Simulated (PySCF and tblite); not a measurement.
The numbers below are computed, except where a source is named.
C₄H₇Cl, numbered as in [Cl:1][CH2:2][CH:3]1[CH2:4][CH2:5]1.

Level: PBE0-D3(BJ)/def2-TZVP (IEF-PCM, chloroform)//GFN2-xTB, thermal terms from GFN2-xTB, symmetry numbers and mirror pairs counted. Conformers within 3 kcal/mol (GFN2-xTB free energy) were kept, 10 at most. GIAO shieldings: wB97X-D/pcSseg-1 (IEF-PCM, chloroform). Shifts are against TMS (¹H), TMS (¹³C) at the same level; of two unlike H on one atom, a is the less shielded. Run with PySCF (density fitting) and tblite.

(1) List the conformer-averaged shifts at 298.15 K.

(2) How do the conformers differ?

(3) Which signal moves most, for its nucleus, between 150 and 400 K through the change of populations alone?

Shifts are unscaled: against experiment ¹³C can be off by 15 ppm or more and ¹H by 0.8 ppm.

Results:

(1) ¹H: 3.57 (H2, 2H), 1.16 (H3, 1H), 0.69 (H4a/H5a, 2H), 0.37 (H4b/H5b, 2H) ppm. ¹³C: 57.9 (C2), 17.8 (C3), 7.9 (C4/C5) ppm.

(2) Torsions listed: Cl1–C2–C3–C4. Of a mirror pair one member is shown.
| conformer | shape | weight % |
| --- | --- | --- |
| 1 | -81° | 97.1 |
| 2 | 36° | 2.9 |

```csv
signal,1,2,average
H2,3.55,4.14,3.57
H3,1.16,1.05,1.16
H4a/H5a,0.70,0.45,0.69
H4b/H5b,0.36,0.60,0.37
C2,58.1,52.2,57.9
C3,18.0,12.9,17.8
C4/C5,8.1,2.0,7.9
```

(3) H2: 3.55 ppm at 150 K, 3.55 ppm at 200 K, 3.56 ppm at 250 K, 3.57 ppm at 298.15 K, 3.58 ppm at 400 K.
